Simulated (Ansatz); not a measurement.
Two shapes of singlet H₅O₂(+).

Shape 1:

```xyz
7

H     0.0000    0.0000   -0.0248
O     1.1917    0.0423    0.0327
O    -1.1917   -0.0423    0.0327
H     1.6054    0.8024    0.4713
H    -1.6054   -0.8024    0.4713
H     1.7350   -0.2354   -0.7208
H    -1.7350    0.2354   -0.7208
```

Shape 2:

```xyz
7

H    -0.0476    0.0126   -0.0158
O     1.1754    0.0839    0.0552
O    -1.1449   -0.0494    0.0489
H     1.6106    0.7646    0.5036
H    -1.5776   -0.8112    0.4307
H     1.6882   -0.2383   -0.7034
H    -1.7820    0.2462   -0.7075
```

Basis set: cc-pVTZ (spherical functions). Frozen core: 2 orbitals. Charge 1, multiplicity 1.

Computed with Ansatz (development build ahead of 0.2.0); each method stands on the lowest determinant of its kind that the runs found.

Question: Which shape is lower in energy, and by how much in each method?

Answer:

```json
{"method": "RHF", "E(2) − E(1) (eV)": "0.205"}
{"method": "RHF-MP2", "E(2) − E(1) (eV)": "0.221"}
```

Shape 1 is lower.
